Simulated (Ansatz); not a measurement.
LiCu2P2 (I4/mmm)

Method: DFT r2SCAN, scalar-relativistic, plane waves, PAW (Ansatz).

Plane waves to 500 eV, a k mesh through Γ of 14×14×14 on the computed 5-atom cell and Gaussian smearing (0.10 eV); no spin polarisation.

The structure is relaxed at this level of theory with its symmetry kept. Whether it is the stable form of this composition wasn't checked.

```yaml
crystal:
  lattice:
    - [-1.92980, 1.92980, 4.74137]
    - [1.92980, -1.92980, 4.74137]
    - [1.92980, 1.92980, -4.74137]
  atoms:
    - { symbol: Li, position: [0.00000, 0.00000, 0.00000] }
    - { symbol: Cu, position: [0.75000, 0.25000, 0.50000] }
    - { symbol: Cu, position: [0.25000, 0.75000, 0.50000] }
    - { symbol: P, position: [0.38703, 0.38703, 0.00000] }
    - { symbol: P, position: [0.61297, 0.61297, 0.00000] }
```

```json
{"Space group": "I4/mmm (No. 139)", "Volume per atom": "95.3 bohr³", "Formation energy from the elements' standard states (uncorrected)": "-0.385 eV/atom", "Generalised Kohn–Sham band gap": "none (metal)", "Density of states at the Fermi level": "0.93 states/eV per cell", "Löwdin character within 0.5 eV of the Fermi level": "P 3p 61 %, Cu 3d 24 %, unprojected 8 %", "Bader charges (e)": "Li (1 in the cell) 0.91, Cu (2 in the cell) 0.23, P (2 in the cell) -0.68"}
```

Cost: 1 run of about 6.3 core-minutes, on Arm Neoverse V1 (shared hosts).